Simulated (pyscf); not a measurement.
Structures and frequencies: ωB97X-D3(BJ)/def2-SVP in PySCF.

Q: Estimate the classical barrier height and the reaction energy of `[PH2][In]` [singlet] + `[H][H]` -> `[PH3]` + `[InH]` [singlet] at B3LYP-D3(BJ)/def2-TZVP. The step runs on the singlet surface, breaks In–P, H–H and forms H–P, H–In; take the separated reactants as zero.

A: ΔE‡ = 25.2 kcal/mol, ΔE = +13.3 kcal/mol. ωB97M-D3(BJ)/def2-TZVP gives 27.3 kcal/mol and +10.8 kcal/mol. Zero-point energy shifts the barrier by +1.0 kcal/mol. It is a four-centre exchange, with an imaginary mode of 1373i cm⁻¹. On the product side the descent ends in an adduct with a In–P contact (not fully relaxed), 9.1 kcal/mol under the separated species and 21.5 kcal/mol under the saddle at ωB97X-D3(BJ)/def2-TZVP. What is counted as broken (In–P) persists as a longer contact in the product adduct; parting that adduct is a step of its own. At the saddle there is also a short H–In contact that neither side keeps. At ωB97X-D3(BJ)/def2-TZVP the barrier from the zero used here is 30.0 kcal/mol. One saddle was located; it need not be the lowest between these sides. Elements past Kr carry the def2 core potentials, without spin-orbit coupling.
